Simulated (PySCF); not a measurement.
**PBE0/6-31G(d) (spherical functions) run of C5H5F (SMILES FC1=CCC=C1)**

What is the vertical ionisation energy of C5H5F at PBE0/6-31G* (spherical functions)? 

Program for the calculation: PySCF 2.14.0.

**1. The system as given**

C5H5F has 11 atoms, charge 0, and is taken as a singlet. SMILES: `FC1=CCC=C1`. The shape is that of a PBE0-D4/def2-TZVP optimisation.

Bond lengths: F1–C2 1.330 Å, C2–C3 1.337 Å, C3–C4 1.492 Å, C4–C5 1.495 Å, C2–C6 1.454 Å, C5–C6 1.340 Å, C3–H7 1.079 Å, C4–H8 1.098 Å, C4–H9 1.098 Å, C5–H10 1.081 Å, C6–H11 1.081 Å. Some angles: F1–C2–C3 126.7°, F1–C2–C6 121.3°, C3–C2–C6 112.0°, C2–C3–C4 106.9°, C3–C4–C5 104.2°, C4–C5–C6 109.4°, C2–C6–C5 107.5°, C2–C3–H7 127.2°, C4–C3–H7 125.9°, C3–C4–H8 112.2°.

**2. The energy at PBE0/6-31G(d) (spherical functions)**

job.py reads:

```python
from pyscf import gto, dft

mol = gto.M(
    atom='''
F      0.004400    -2.240900    -1.280900
C      0.012800    -1.096700    -0.603000
C      0.421200    -0.918500     0.657800
C      0.240000     0.529200     0.971300
C     -0.320800     1.109600    -0.287700
C     -0.449600     0.142400    -1.206100
H      0.809300    -1.667700     1.330400
H     -0.439500     0.687400     1.818700
H      1.185200     1.014900     1.246200
H     -0.574100     2.153400    -0.409500
H     -0.823500     0.229800    -2.216900
''',
    max_memory=1860,
    verbose=4,
    basis='6-31g*',
)

myscf = dft.RKS(mol)
myscf.xc = 'pbe0'
myscf.grids.level = 4
myscf.conv_tol = 1e-10
myscf.kernel()
if not myscf.converged:
    myscf = myscf.newton().run(myscf.mo_coeff, myscf.mo_occ)

e_tot = myscf.e_tot
print('E(%s) = %.9f' % ('PBE0', e_tot))
```

Run with:

```console
OMP_NUM_THREADS=1 python job.py
```

Log:

```text
PySCF version 2.14.0

[INPUT] num. atoms = 11
[INPUT] num. electrons = 44
[INPUT] charge = 0
[INPUT] spin (= nelec alpha-beta = 2S) = 0
[INPUT] symmetry False subgroup None
[INPUT] Mole.unit = angstrom
[INPUT] Symbol           X                Y                Z      unit          X                Y                Z       unit  Magmom
[INPUT]  1 F      0.004400000000  -2.240900000000  -1.280900000000 AA    0.008314794948  -4.234687272538  -2.420550192955 Bohr   0.0
[INPUT]  2 C      0.012800000000  -1.096700000000  -0.603000000000 AA    0.024188494394  -2.072462640811  -1.139504853113 Bohr   0.0
[INPUT]  3 C      0.421200000000  -0.918500000000   0.657800000000 AA    0.795952643667  -1.735713445413   1.243061844739 Bohr   0.0
[INPUT]  4 C      0.240000000000   0.529200000000   0.971300000000 AA    0.453534269896   1.000043065120   1.835490984790 Bohr   0.0
[INPUT]  5 C     -0.320800000000   1.109600000000  -0.287700000000 AA   -0.606224140760   2.096840107817  -0.543674206037 Bohr   0.0
[INPUT]  6 C     -0.449600000000   0.142400000000  -1.206100000000 AA   -0.849620865604   0.269097000138  -2.279198678838 Bohr   0.0
[INPUT]  7 H      0.809300000000  -1.667700000000   1.330400000000 AA    1.529355352611  -3.151496257937   2.514091636121 Bohr   0.0
[INPUT]  8 H     -0.439500000000   0.687400000000   1.818700000000 AA   -0.830534631746   1.298997738026   3.436844902746 Bohr   0.0
[INPUT]  9 H      1.185200000000   1.014900000000   1.246200000000 AA    2.239703402835   1.917883043821   2.354976696433 Bohr   0.0
[INPUT] 10 H     -0.574100000000   2.153400000000  -0.409500000000 AA   -1.084891768113   4.069336236638  -0.773842848009 Bohr   0.0
[INPUT] 11 H     -0.823500000000   0.229800000000  -2.216900000000 AA   -1.556189463579   0.434259063425  -4.189333845548 Bohr   0.0

nuclear repulsion = 217.183780487832
number of shells = 46
number of NR pGTOs = 182
number of NR cGTOs = 94
basis = 6-31g*
ecp = {}

******** <class 'pyscf.dft.rks.RKS'> ********
method = RKS
initial guess = minao
damping factor = 0
level_shift factor = 0
DIIS = <class 'pyscf.scf.diis.CDIIS'>
diis_start_cycle = 1
diis_space = 8
diis_damp = 0
SCF conv_tol = 1e-10
SCF conv_tol_grad = None
SCF max_cycles = 50
direct_scf = True
direct_scf_tol = 1e-13
XC library pyscf.dft.libxc version 7.0.0
    S. Lehtola, C. Steigemann, M. J.T. Oliveira, and M. A.L. Marques.,  SoftwareX 7, 1–5 (2018)
XC functionals = pbe0
radial grids:
    Treutler-Ahlrichs [JCP 102, 346 (1995); DOI:10.1063/1.469408] (M4) radial grids

becke partition: Becke, JCP 88, 2547 (1988); DOI:10.1063/1.454033
pruning grids: <function nwchem_prune>
grids dens level: 4
symmetrized grids: False
atomic radii adjust function: <function treutler_atomic_radii_adjust>
small_rho_cutoff = 0
Set gradient conv threshold to 1e-05
Initial guess from minao.
tot grids = 250416
init E= -293.964791215559
  HOMO = -0.262733310431703  LUMO = -0.0889332621976027  gap/eV = 4.72934
cycle= 1 E= -292.953145134807  delta_E= 1.01  |g|=  0.5  |ddm|= 3.23
  HOMO = -0.183616438458357  LUMO = 0.0240889905352395  gap/eV = 5.65195
cycle= 2 E= -292.941012007586  delta_E= 0.0121  |g|= 0.582  |ddm|= 0.924
  HOMO = -0.221564887567198  LUMO = -0.00342719909967215  gap/eV = 5.93583
cycle= 3 E= -293.003500182536  delta_E= -0.0625  |g|= 0.078  |ddm|= 0.509
  HOMO = -0.229352338115664  LUMO = -0.0106239154132575  gap/eV = 5.95190
cycle= 4 E= -293.004826167304  delta_E= -0.00133  |g|= 0.0309  |ddm|= 0.11
  HOMO = -0.22862242555856  LUMO = -0.00927028034147881  gap/eV = 5.96888
cycle= 5 E= -293.005058206683  delta_E= -0.000232  |g|= 0.00961  |ddm|= 0.0348
  HOMO = -0.227650566553028  LUMO = -0.00849132437862687  gap/eV = 5.96363
cycle= 6 E= -293.005078254152  delta_E= -2e-05  |g|= 0.00256  |ddm|= 0.011
  HOMO = -0.227810451382527  LUMO = -0.00866680983569657  gap/eV = 5.96320
cycle= 7 E= -293.005079760436  delta_E= -1.51e-06  |g|= 0.000439  |ddm|= 0.00293
  HOMO = -0.227836628856854  LUMO = -0.00866081802269036  gap/eV = 5.96408
cycle= 8 E= -293.00507980597  delta_E= -4.55e-08  |g|= 9.76e-05  |ddm|= 0.000546
  HOMO = -0.227831365899721  LUMO = -0.00866095019637969  gap/eV = 5.96393
cycle= 9 E= -293.005079808061  delta_E= -2.09e-09  |g|= 5.74e-05  |ddm|= 0.000155
  HOMO = -0.227831987124046  LUMO = -0.00866040991075856  gap/eV = 5.96396
cycle= 10 E= -293.005079808869  delta_E= -8.08e-10  |g|= 7.54e-06  |ddm|= 5.49e-05
  HOMO = -0.227832058933964  LUMO = -0.00866029067890572  gap/eV = 5.96397
cycle= 11 E= -293.005079808885  delta_E= -1.56e-11  |g|= 2.26e-06  |ddm|= 1.13e-05
  HOMO = -0.227831855776201  LUMO = -0.00866002300386004  gap/eV = 5.96397
Extra cycle  E= -293.005079808884  delta_E= 6.82e-13  |g|= 2.8e-06  |ddm|= 5.16e-06
converged SCF energy = -293.005079808884
E(PBE0) = -293.005079809
```

Run time: 22 s. Hardware: 1 thread of Arm Neoverse V1, shared host; peak memory 0.47 GiB.

**3. The doublet cation**

input.py reads:

```python
from pyscf import gto, dft

mol = gto.Mole()
mol.atom = [
    ('F', (0.004400, -2.240900, -1.280900)),
    ('C', (0.012800, -1.096700, -0.603000)),
    ('C', (0.421200, -0.918500, 0.657800)),
    ('C', (0.240000, 0.529200, 0.971300)),
    ('C', (-0.320800, 1.109600, -0.287700)),
    ('C', (-0.449600, 0.142400, -1.206100)),
    ('H', (0.809300, -1.667700, 1.330400)),
    ('H', (-0.439500, 0.687400, 1.818700)),
    ('H', (1.185200, 1.014900, 1.246200)),
    ('H', (-0.574100, 2.153400, -0.409500)),
    ('H', (-0.823500, 0.229800, -2.216900)),
]
mol.charge = 1
mol.spin = 1
mol.basis = '6-31g*'
mol.max_memory = 1860
mol.verbose = 3
mol.build()

ks = dft.UKS(mol, xc='pbe0')
ks.grids.level = 4
ks.conv_tol = 1e-10
ks.kernel()
if not ks.converged:
    ks = ks.newton().run(ks.mo_coeff, ks.mo_occ)

etot = ks.e_tot
print('E = %.10f Eh' % etot)
```

Run with:

```console
OMP_NUM_THREADS=1 python input.py
```

Log:

```text
WARN: HOMO -0.262733310431703 >= LUMO -0.262733310431704

converged SCF energy = -292.696655919565  <S^2> = 0.76569709  2S+1 = 2.015636
E = -292.6966559196 Eh
```

It took 46 s on 1 thread of Arm Neoverse V1, shared host; peak memory 0.49 GiB.

**4. Outcome**

At PBE0/6-31G* (spherical functions):

```
                                          quantity          value
                       singlet C5H5F: total energy  -293.00508 Eh
                      singlet C5H5F: dipole moment         1.74 D
                        singlet C5H5F: HOMO energy       -6.20 eV
                        singlet C5H5F: LUMO energy       -0.24 eV
                      singlet C5H5F: HOMO–LUMO gap        5.96 eV
                      doublet cation: total energy  -292.69666 Eh
doublet cation: HOMO energy (highest over α and β)      -13.95 eV
 doublet cation: LUMO energy (lowest over α and β)      -10.56 eV
                              doublet cation: ⟨S²⟩          0.766
vertical ionisation energy (to the doublet cation)       8.393 eV
```

In words: Removing an electron at fixed nuclei costs 8.39 eV (194 kcal/mol). The negative HOMO energy of the first species, 6.20 eV, lies 2.19 eV below that difference. Mulliken charges (singlet C5H5F) run from -0.42 on C4 to +0.39 on C2.
